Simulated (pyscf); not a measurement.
Thermochemistry of product channels of `[F][Ti]([F])([F])[F]` + `[H]` [doublet] on the doublet surface, in kJ/mol, from ωB97M-D3(BJ)/def2-TZVP energies (ideal gas, 1 atm, RRHO with modes under 100 cm⁻¹ raised to 100, one conformer, R ln 2 for rigid chiral ones). PySCF, gas phase, ωB97X-D3(BJ)/def2-SVP geometries.

```
products                                                   ΔE  ΔH(298 K)  ΔG(600 K)  ΔG(900 K)
-------------------------------------------------  ----------  ---------  ---------  ---------
`[FH]` + `[F][Ti][F]` [triplet] + `[F]` [doublet]      +562.6     +573.9     +464.2     +412.0
`[F]` [doublet] + `[F][TiH]([F])[F]`               (withheld)     +304.9     +288.3     +281.5
`[FH]` + `[F][Ti]([F])[F]` [doublet]               (withheld)      -25.1      -57.5      -71.2
```

Fill in the missing entries.


- `[F]` [doublet] + `[F][TiH]([F])[F]`, ΔE: +296.5
- `[FH]` + `[F][Ti]([F])[F]` [doublet], ΔE: -40.5

These are energies of the channels, which say nothing of barriers. Left out: orbital degeneracy and the spin-orbit lowering of F. Open-shell species with a d-block atom are single-reference here; other states, and whether the spin sits on metal or ligand, were not checked.
